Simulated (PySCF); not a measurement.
**1,3-dioxolane: bond dissociation enthalpies at several levels**

Structure: `C1COCO1` (C3H6O2). Non-hydrogen atoms are numbered in `[CH2:1]1[CH2:2][O:3][CH2:4][O:5]1`. These are map numbers, not IUPAC locants.

All levels share the PBE0-D3(BJ)/def2-SVP structures and the GFN2-xTB thermal terms; only the single-point energies (PySCF) change. Values are bond dissociation enthalpies (298 K, kJ/mol).

```tsv
level	C4–H	C1–H	time
HF/def2-TZVP	295	299	13 s
PBE-D3(BJ)/def2-TZVP	366	374	53 s
r2SCAN-D3(BJ)/def2-TZVP (grid 3)	367	372	99 s
PBE0-D3(BJ)/def2-SV(P)	367	372	8.7 s
HSE06/def2-TZVP	369	375	65 s
PBE0-D3(BJ)/cc-pVDZ	370	376	12 s
PBE0-D3(BJ)/def2-TZVP	372	378	–
PBE0-D3(BJ)/ma-def2-TZVP	372	378	42 s
PBE0-D3(BJ)/aug-cc-pVDZ	372	378	26 s
PBE0-D3(BJ)/def2-TZVPP	373	379	50 s
PBE0-D3(BJ)/cc-pVTZ	373	379	46 s
PBE0-D3(BJ)/ma-def2-SVP	373	379	13 s
PBE0-D3(BJ)/pcseg-1	374	380	11 s
PBE0-D3(BJ)/6-311++G(2d,2p)	375	381	34 s
TPSS-D3(BJ)/def2-TZVP (grid 3)	377	384	100 s
PBE0-D3(BJ)/6-31+G*	377	384	11 s
BP86-D3(BJ)/def2-TZVP	378	386	56 s
BHandHLYP/def2-TZVP	378	383	31 s
TPSSh-D3(BJ)/def2-TZVP (grid 3)	379	386	88 s
PBE0-D3(BJ)/6-31G	380	387	6.4 s
ωB97M-D3(BJ)/def2-TZVP (grid 3)	387	394	89 s
```

Times are wall times for all single points of a level on 1 thread of Arm Neoverse V1, a shared host; the dash marks the run that also made the structures. BP86, HSE06, PBE, TPSS, r2SCAN ran on a slower path of this set-up, which computes the density-fitting integrals anew in every SCF cycle while the other levels store them. So the times needn't show the usual order of cost, and those levels read slower than they are.

Hartree-Fock leaves out electron correlation, so its bond energies come out too low, often by 100 kJ/mol or more.

The widest spread is that of C1–H: 95 kJ/mol, from 299 to 394.

Known limits: the order of C4–H and C1–H is undecided: the gaps lie inside the method's error (some 10 kJ/mol, one structure a species).
